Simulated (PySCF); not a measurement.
## First hyperpolarisability: SMILES C/C=C/C=C/Cl, C5H7Cl

Molfile (atoms numbered from 1):
```
C5H7Cl
     RDKit          3D

 13 12  0  0  0  0  0  0  0  0999 V2000
   -1.8304    0.0833   -0.0705 C   0  0  0  0  0  0  0  0  0  0  0  0
   -0.4324    0.5702   -0.2270 C   0  0  0  0  0  0  0  0  0  0  0  0
    0.6633   -0.0528    0.2399 C   0  0  0  0  0  0  0  0  0  0  0  0
    2.0116    0.4498    0.0707 C   0  0  0  0  0  0  0  0  0  0  0  0
    3.0941   -0.1844    0.5433 C   0  0  0  0  0  0  0  0  0  0  0  0
    4.6994    0.4065    0.3469 Cl  0  0  0  0  0  0  0  0  0  0  0  0
   -2.3134   -0.0642   -1.0515 H   0  0  0  0  0  0  0  0  0  0  0  0
   -1.8722   -0.8690    0.4782 H   0  0  0  0  0  0  0  0  0  0  0  0
   -2.4501    0.8185    0.4709 H   0  0  0  0  0  0  0  0  0  0  0  0
   -0.2975    1.5155   -0.7687 H   0  0  0  0  0  0  0  0  0  0  0  0
    0.5483   -0.9989    0.7837 H   0  0  0  0  0  0  0  0  0  0  0  0
    2.1440    1.3931   -0.4699 H   0  0  0  0  0  0  0  0  0  0  0  0
    3.0385   -1.1284    1.0915 H   0  0  0  0  0  0  0  0  0  0  0  0
  1  2  1  0
  2  3  2  0
  3  4  1  0
  4  5  2  0
  5  6  1  0
  1  7  1  0
  1  8  1  0
  1  9  1  0
  2 10  1  0
  3 11  1  0
  4 12  1  0
  5 13  1  0
M  END
```

Theory: quadratic response CAM-B3LYP/def2-TZVPD first hyperpolarisability, Taylor convention, gas phase in PySCF. Geometry: PBE0-D3(BJ)/def2-SVP.

**Question.** Give β for the processes computed.

**Answer.** In au, Taylor convention; the vector part is βᵢ = ⅓ Σⱼ (βᵢⱼⱼ + βⱼᵢⱼ + βⱼⱼᵢ); β∥ is 3/5 of the vector part along the dipole, the dipole points from − to +:
```csv
process,λ (nm),β vector norm,β∥,β HRS,depolarisation ratio
"static β(0;0,0)",∞,76.3,-44.7,31.1,5.28
"second harmonic β(−2ω;ω,ω)",1907,84.2,-49.3,34.4,5.25
"Pockels β(−ω;ω,0)",1907,78.9,-46.2,–,–
"second harmonic β(−2ω;ω,ω)",1064,105.8,-61.9,43.4,5.19
"Pockels β(−ω;ω,0)",1064,84.8,-49.6,–,–
```

**Question.** Which lowest excitations, dipole and polarisabilities go with it?

**Answer.** S1 5.41 eV (f = 0.903); S2 5.96 eV (f = 0.000); S3 6.09 eV (f = 0.000); dipole 2.21 D; isotropic α 88.6 au static, 89.0 au at 1907 nm, 90.1 au at 1064 nm, 90.5 au at 953.5 nm, 95.7 au at 532 nm.
